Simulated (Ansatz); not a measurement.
AlH2O (SMILES [O][AlH2]): the energy, rung by rung

AlH2O: 4 atoms, total charge 0, spin state doublet. As SMILES, `[O][AlH2]`. Geometry: relaxed at PBE0-D4/def2-TZVP.

```xyz
4

O     0.0626   -0.8563    1.4014
Al    0.0113    0.0299   -0.0804
H    -1.1496   -0.3608   -1.0760
H     1.1311    1.1268   -0.2653
```

Quantity: the energy change with the Al2–H3 bond stretched from 1.578 to 1.973 Å, in eV. The values are calculated.

```tsv
level	kind	program	value (eV)	less FCI/STO-3G	CPU time (all runs)
UHF/STO-3G	Hartree–Fock	Ansatz	1.86	+0.45	0.34 s
USVWN5/STO-3G	LDA	Ansatz	1.30	-0.11	2.4 s
UBLYP/STO-3G	GGA	Ansatz	1.24	-0.17	4.1 s
UB3LYP/STO-3G	global hybrid	Ansatz	1.41	0.00	3.5 s
UPBE0/STO-3G	global hybrid	Ansatz	1.47	+0.06	3.3 s
UB2PLYP/STO-3G	double hybrid	Ansatz	1.52	+0.11	4.2 s
UMP2/STO-3G	perturbation theory	Ansatz	1.63	+0.22	0.37 s
UCCSD(T)/STO-3G	coupled cluster or CI	Ansatz	1.42	+0.01	0.54 s
UCCSDTQ/STO-3G	coupled cluster or CI	Ansatz	1.41	0.00	35 s
FCI/STO-3G	exact in the basis	Ansatz	1.41	0.00	1.3 s
```

FCI/STO-3G is exact within its basis and frozen core, so for wave-function methods in that basis the difference is their error; functionals converge differently with the basis, so for them it is only a difference. The first shape isn't each level's own minimum. The values span 1.24 to 1.86 eV. All rows use very small basis sets, so even the best lies far from the true value. CPU times are rough (shared hosts, several kinds of processor): they show what a rung costs within a factor of a few.
